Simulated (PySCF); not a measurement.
# Partial charges of cyclopropylmethylamine

Species: cyclopropylmethylamine, C4H9N.
Cartesian coordinates in Å at the GFN2-xTB level; atoms count from 1:
```xyz
14
C4H9N angstrom
N      2.0817    0.2378    0.2795
C      0.9614   -0.5951   -0.1352
C     -0.3028   -0.1075    0.5317
C     -1.1521    0.9243   -0.1473
C     -1.6387   -0.4882   -0.0271
H      2.9364   -0.0624   -0.1760
H      1.9091    1.2024    0.0152
H      0.8109   -0.6121   -1.2289
H      1.1780   -1.6189    0.1883
H     -0.2076   -0.0417    1.6076
H     -1.6255    1.6853    0.4537
H     -0.8490    1.2715   -1.1242
H     -1.6590   -1.0961   -0.9194
H     -2.4434   -0.6997    0.6600
```

Density: PBE0/pcSseg-1 (PySCF); schemes: Mulliken, IAO, Hirshfeld and ESP-fitted. One conformer (not necessarily the lowest) at the GFN2-xTB geometry, without solvent, vibrations or thermal averaging.

**Question.** Do the Mulliken, IAO, Hirshfeld and ESP-fitted schemes agree on where the charge is highest?

**Answer.** All schemes pick atoms of one kind: Mulliken H7 (+0.167); IAO H6 (+0.241); Hirshfeld H6 (+0.108); ESP-fitted H6 (+0.367).

**Question.** For which atoms does the sign change between the 4 schemes (beyond +0.03 e in one, beyond −0.03 e in another)?

**Answer.** C2.

**Question.** What partial charge does each atom carry?

**Answer.** In e:

| atom | environment | Mulliken | IAO | Hirshfeld | ESP-fitted |
| --- | --- | --- | --- | --- | --- |
| N1 | primary amine nitrogen | -0.456 | -0.579 | -0.244 | -0.919 |
| C2 | sp3 carbon bound to nitrogen | +0.009 | -0.137 | -0.025 | +0.056 |
| C3 | three-membered-ring carbon | -0.310 | -0.132 | -0.041 | -0.041 |
| C4 | three-membered-ring carbon | -0.206 | -0.302 | -0.094 | -0.173 |
| C5 | three-membered-ring carbon | -0.193 | -0.298 | -0.093 | -0.479 |
| H6 | N–H hydrogen | +0.165 | +0.241 | +0.108 | +0.367 |
| H7 | N–H hydrogen | +0.167 | +0.239 | +0.103 | +0.336 |
| H8 | methylene hydrogen | +0.081 | +0.098 | +0.025 | +0.066 |
| H9 | methylene hydrogen | +0.121 | +0.139 | +0.039 | +0.088 |
| H10 | methine hydrogen | +0.122 | +0.149 | +0.044 | +0.135 |
| H11 | methylene hydrogen | +0.129 | +0.149 | +0.046 | +0.101 |
| H12 | methylene hydrogen | +0.120 | +0.140 | +0.042 | +0.115 |
| H13 | methylene hydrogen | +0.121 | +0.144 | +0.044 | +0.162 |
| H14 | methylene hydrogen | +0.128 | +0.149 | +0.046 | +0.186 |

Mean size of the charges over all atoms: ESP-fitted 0.230 e, IAO 0.207 e, Mulliken 0.166 e, Hirshfeld 0.071 e. Each set sums to the total charge, 0, to within 0.001 e. The Hirshfeld scheme weights the molecular density at each point by an atom's share of the summed free-atom densities. The Mulliken scheme counts on each atom the diagonal of the density matrix times the overlap matrix over that atom's basis functions.

**Question.** Sum the charges by element, for elements with more than one atom.

**Answer.** 
```csv
element,atoms,Mulliken,IAO,Hirshfeld,ESP-fitted
C,4,-0.700,-0.869,-0.253,-0.637
H,9,+1.156,+1.448,+0.497,+1.556
```

**Question.** How many electrons does the ESP-fitted scheme count on N1?

**Answer.** Z − q = 7 − (-0.919) = 7.919.

**Question.** How closely do the schemes follow one another over all atoms?

**Answer.** Correlation coefficient and root-mean-square difference: IAO with Hirshfeld 0.98, 0.152 e; Hirshfeld with ESP-fitted 0.97, 0.238 e; Mulliken with IAO 0.94, 0.085 e; IAO with ESP-fitted 0.93, 0.132 e; Mulliken with Hirshfeld 0.93, 0.116 e; Mulliken with ESP-fitted 0.88, 0.179 e.
